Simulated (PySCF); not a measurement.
**Computed properties of LiF, SMILES [Li][F]**

LiF, SMILES [Li][F]. Geometry optimised at PBE0-D3(BJ)/def2-TZVPD. One conformer was computed; it need not be the lowest. All values are computed for the isolated molecule unless a solvent is named; none is compared with measurement here.

**Structure.** The optimised structure has C∞v symmetry. All 1 harmonic modes at PBE0-D3(BJ)/def2-TZVPD (PySCF) are real, so it is a minimum.

**Vibrations.** The strongest infrared lines (harmonic, unscaled, degenerate partners summed) lie at 908 cm⁻¹ (154 km/mol, Li 73 %, F 27 %). The softest mode is at 908 cm⁻¹ and the zero-point energy is 1.3 kcal/mol.

**Electronic structure.** r2SCAN/def2-TZVPD (PySCF) places the frontier levels at -6.36 and -0.81 eV, a gap of 5.55 eV, and gives a dipole moment of 6.26 D and a mean polarisability of 10.2 bohr³. PBE/def2-TZVPD (PySCF) at the same geometry gives -6.10 and -1.53 eV, so its gap is 0.98 eV narrower. An orbital gap is neither the optical nor the fundamental gap.

**Excitations.** TDA-B3LYP/def2-TZVPD (PySCF) has S1 at 5.32 eV (233 nm, f = 0.043, weak); the most intense of the 10 singlets computed lies at 5.32 eV (f = 0.04). Strengths of degenerate partners are summed. T1 (TDA) is at 5.30 eV, 0.02 eV under S1. TDA-PBE/def2-TZVPD (PySCF) puts S1 at 4.52 eV. No vertical singlet excitation falls in the visible range (under 3.1 eV).

**NMR.** GIAO shifts at PBE0/pcSseg-2 (PySCF) (non-relativistic, atoms alike by connectivity averaged): ¹⁹F at -180.5 ppm against CFCl3.
